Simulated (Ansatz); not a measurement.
# Which is lower?

Two relaxed structures of Si2H3S, doublet (PBE0-D4/def2-TZVP; forces vanish, vibrations not checked).

A:

Si1  (-1.187, 0.470, -1.350)
Si2  (0.058, 1.000, 0.420)
S3  (1.203, 1.214, 1.962)
H4  (-0.392, -0.724, -0.692)
H5  (1.564, -2.013, 1.245)
H6  (1.450, -2.647, 0.866)
(Å)

B:

| atom | x (Å) | y (Å) | z (Å) |
| --- | --- | --- | --- |
| Si1 | -0.4438 | 0.3572 | -0.9346 |
| Si2 | 0.3019 | -0.2326 | 1.2661 |
| S3 | 1.0025 | 1.2984 | 2.2666 |
| H4 | -0.9562 | -0.8433 | -1.6428 |
| H5 | -1.5268 | 1.3627 | -0.7890 |
| H6 | 0.7157 | 0.9248 | -1.6685 |

Ansatz 0.2.0; basis: def2-TZVPP; cores frozen in the correlated methods; orbitals are unrestricted. B3LYP uses VWN-RPA correlation.

(1) Which structure is lower at CCSD(T), and by how much? (An estimate is asked for; the value comes from the calculation.)

No T1 diagnostic of these runs exceeds 0.026. ⟨S²⟩ of the unrestricted Hartree–Fock references: 0.77 to 0.78 (a pure state has 0.75).

## Answers

(1) The calculation gives: B, by 140.7 kJ/mol (electronic energy, against the other). By their contacts, A is a complex of Si₂HS ([SiH][Si][S]) + H₂ and B is Si₂H₃S ([SiH3][Si][S]).

All methods give the same order:

```csv
method,E(B) − E(A) (kJ/mol)
PBE-D4,-124.2
r2SCAN-D4,-135.7
PBE0-D4,-141.0
B3LYP-D4,-141.1
wB97M-V,-138.4
HF,-179.4
MP2,-137.6
CCSD,-147.9
CCSD(T),-140.7
```

Labels in which every atom is bracketed show which atoms are joined, not bond orders.

For scale, one of the runs: CCSD(T)/def2-TZVPP, 168 basis functions, launched by `ansatz run in.yaml --threads 2 --pin off --events-out ev --progress --plain --max-ram 4352MiB`. Time: 83 s of wall clock on 2 CPU threads of an Arm Neoverse V1; the host was shared. Peak host memory: 2.8 GiB.
